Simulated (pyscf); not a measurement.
PbH₂ (SMILES [PbH2]) [singlet] + H₂O (SMILES O) → HO–PbH₃ (SMILES [OH][PbH3]), an insertion (singlet surface; H–O broken, O–Pb, H–Pb formed). Structures and frequencies: ωB97X-D3(BJ)/def2-SVP in PySCF. Correlated levels are frozen-core, on RHF or UHF. ΔMP2 is the change of the MP2 total energy from the triple- to the quadruple-zeta basis. Energies in eV from the separated reactants.

Small-basis levels: PySCF, no dispersion term, spherical d functions. AM1 to PM7: differences of heats of formation from MOPAC, which are fitted to 298 K values and so differ in kind from electronic energies by zero-point and thermal terms. Cost: rough CPU time at the saddle relative to B3LYP/6-31G*+LANL2DZ, from one job on a shared machine.

| level | barrier | reaction energy | cost |
|---|---|---|---|
| HF/6-31G*+LANL2DZ | 2.96 | +0.50 | 0.1 |
| MP2/6-31G*+LANL2DZ | 1.91 | -0.05 | 0.1 |
| SVWN5/6-31G*+LANL2DZ | 1.07 | -0.22 | 0.8 |
| B3LYP/LANL2DZ | 1.55 | -0.11 | 0.9 |
| B3LYP/6-31G*+LANL2DZ | 1.75 | +0.05 | 1 |
| PBE/def2-SVP | 1.54 | +0.41 | 3 |
| B3LYP/def2-SVP | 1.99 | +0.62 | 2 |
| PM6 | 1.75 | +0.77 | under 0.02 |
| PM7 | 0.64 | -0.40 | under 0.02 |
| CCSD(T)/def2-TZVPP + ΔMP2(QZVPP) | 1.97 | +0.46 | – |

Against the last row the barrier runs from -1.33 (PM7) to +0.99 eV (HF/6-31G*+LANL2DZ). CCSD(T)/def2-TZVPP + ΔMP2(QZVPP) has limits of its own. On the reactant side the descent ends in a bound adduct (not fully relaxed), 0.64 eV under the separated species and 2.58 eV under the saddle at ωB97X-D3(BJ)/def2-TZVP. The same reactants have a lower exit, to HO–PbH: [singlet] + H₂ (barrier +0.40 eV at ωB97M-D3(BJ)/def2-TZVP, against +2.04 eV here). This is the saddle that the search found; another between the same sides may lie lower. The CCSD(T) − MP2 part came from Ansatz, without density fitting, on the same reference. The frozen core leaves the outer d or s,p core shells of the metals and heavy elements correlated in the MP2 and CC values, and def2-TZVPP describes them poorly, which can shift differences by a few kcal/mol. In the def2 sets elements past Kr carry core potentials, without spin-orbit coupling.
